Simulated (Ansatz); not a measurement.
Working through a saddle search for pyramidal inversion of BH₅P₂, SMILES PBP

Program: Ansatz's Python interface.

Notebook, run cell by cell (the value of a cell's last expression is shown):

```python
import itertools

import ansatz
from ase.data import atomic_numbers, covalent_radii
import numpy as np
```

```python
geometry_ang = [
    ('P', (1.5579, 0.3216, -0.4707)),
    ('B', (0.0308, -0.7358, 0.0526)),
    ('P', (-1.7168, -0.3496, -0.6701)),
    ('H', (1.127, 1.4859, 0.2837)),
    ('H', (2.4071, -0.2035, 0.5845)),
    ('H', (0.1671, -1.6329, 0.8087)),
    ('H', (-1.346, 0.9588, -1.1812)),
    ('H', (-2.2271, 0.1556, 0.5926)),
]
geometry = ansatz.Crystal.molecule()
for symbol, xyz in geometry_ang:
    geometry = geometry.atom(symbol, xyz)
```

```python
calc = (
    geometry.calculation()
    .basis(gaussian='cc-pVDZ')
    .functional('hf')
)
symbols = [site.symbol for site in geometry.cartesian_sites]
start = np.array([site.position_ang for site in geometry.cartesian_sites], dtype=float)
r = calc.relax(force_tolerance=0.005, max_steps=100).run().report
end = np.array(r['positions_ang'])
```

```python
a, b, d = end[[1, 3, 4]]
normal = np.cross(b - a, d - a)
normal /= np.linalg.norm(normal)
flat = end.copy()
flat[0] -= 0.8 * ((end[0] - a) @ normal) * normal
guess = np.zeros_like(flat)
guess[0] = normal
near = ansatz.Crystal.molecule()
for symbol, place in zip(symbols, flat):
    near = near.atom(symbol, place.tolist())
search = near.calculation()
search = search.basis(gaussian='cc-pVDZ')
search = search.functional('hf')
search = search.saddle(mode_guess=guess.tolist(), force_tolerance=0.01, max_steps=40)
steps = []
top = search.session().plan().execute(on_event=lambda e: steps.append(e['data']) if e['event'] == 'saddle_step' else None).report
for s in steps:
    print(f'step {s["step"]:2d}  E = {s["lagrangian_ev"]:.5f} eV  force {s["allowed_force_max_ev_ang"]:.4f} eV/A  curvature {s["curvature_ev_ang2"]:.3f} eV/A^2')
print(f'minimum {r["free_energy_ev"]:.5f} eV, saddle {top["free_energy_ev"]:.5f} eV')
print(f'electronic barrier {96.485332 * (top["free_energy_ev"] - r["free_energy_ev"]):.2f} kJ/mol')
saddle = np.array(top['positions_ang'])
radius = [covalent_radii[atomic_numbers[s]] for s in symbols]
span = lambda where, i, j: np.linalg.norm(where[i] - where[j])
bonded = [(i, j) for i, j in itertools.combinations(range(len(symbols)), 2) if min(span(end, i, j), span(saddle, i, j)) < 1.2 * (radius[i] + radius[j])]
print('pair        before    after (A)')
for i, j in bonded:
    print(f'{symbols[i]}{i}-{symbols[j]}{j}'.ljust(10), f'{span(end, i, j):8.4f} {span(saddle, i, j):8.4f}')
```

    step  1  E = -19292.95883 eV  force 5.9183 eV/A  curvature -19.463 eV/A^2
    step  2  E = -19293.77778 eV  force 2.5099 eV/A  curvature -10.182 eV/A^2
    step  3  E = -19293.97553 eV  force 0.3178 eV/A  curvature -4.304 eV/A^2
    step  4  E = -19293.99519 eV  force 0.1249 eV/A  curvature -4.547 eV/A^2
    step  5  E = -19293.99784 eV  force 0.0860 eV/A  curvature -4.505 eV/A^2
    step  6  E = -19293.99995 eV  force 0.0724 eV/A  curvature -4.535 eV/A^2
    step  7  E = -19294.00154 eV  force 0.0448 eV/A  curvature -4.627 eV/A^2
    step  8  E = -19294.00153 eV  force 0.0571 eV/A  curvature -4.762 eV/A^2
    step  9  E = -19294.00196 eV  force 0.0161 eV/A  curvature -4.747 eV/A^2
    step 10  E = -19294.00200 eV  force 0.0132 eV/A  curvature -4.746 eV/A^2
    step 11  E = -19294.00219 eV  force 0.0107 eV/A  curvature -4.740 eV/A^2
    step 12  E = -19294.00232 eV  force 0.0081 eV/A  curvature -4.744 eV/A^2
    step 13  E = -19294.00236 eV  force 0.0021 eV/A  curvature -4.757 eV/A^2
    step 14  E = -19294.00236 eV  force 0.0005 eV/A  curvature -4.755 eV/A^2
    minimum -19294.45351 eV, saddle -19294.00236 eV
    electronic barrier 43.53 kJ/mol
    pair        before    after (A)
    P0-B1        1.9184   1.8133
    P0-H3        1.4135   1.3919
    P0-H4        1.4134   1.3915
    B1-P2        1.9184   1.9355
    B1-H5        1.1976   1.1948
    P2-H6        1.4135   1.4165
    P2-H7        1.4133   1.4165

Notes:
- Total energies depend on the basis set; only differences at equal settings carry meaning.
- The energies are electronic: no zero-point or thermal terms, and the basis set is short of its limit. No separate frequency run checks the order of the saddle point.
- Hardware and time: 3.6 min on 1 thread of Arm Neoverse N1, on a shared host, peak memory 0.22 GiB.
